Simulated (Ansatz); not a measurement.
C₂H₅FOS, SMILES `CC(O)(F)S` at its PBE0-D4/def2-TZVP geometry, where that method's forces vanish. Charge 0, multiplicity 1.

```xyz
10

C     0.9165    0.4002    0.5959
C    -0.3238   -0.2131    0.0086
O    -1.3904    0.0681    0.8167
F    -0.1437   -1.5826   -0.0632
S    -0.7163    0.3752   -1.6891
H     1.0654   -0.0031    1.5994
H     1.7796    0.1607   -0.0234
H     0.8035    1.4816    0.6509
H    -2.1862   -0.2951    0.4102
H     0.1954   -0.3918   -2.3061
```

(1) What forces (eV/Å) does r2SCAN-D4/def2-TZVPP give on these atoms in Ansatz? (Estimate.)

## Answers

(1) Ansatz gave: 
```
C1   0.107  0.050  0.054
C2   0.133  0.224  0.014
O3  -0.189  0.098  0.230
F4   0.067 -0.409 -0.015
S5  -0.078  0.088 -0.242
H6  -0.006  0.000 -0.013
H7  -0.023  0.003  0.012
H8   0.002 -0.023 -0.001
H9  -0.033 -0.023 -0.031
H10  0.019 -0.007 -0.007
```
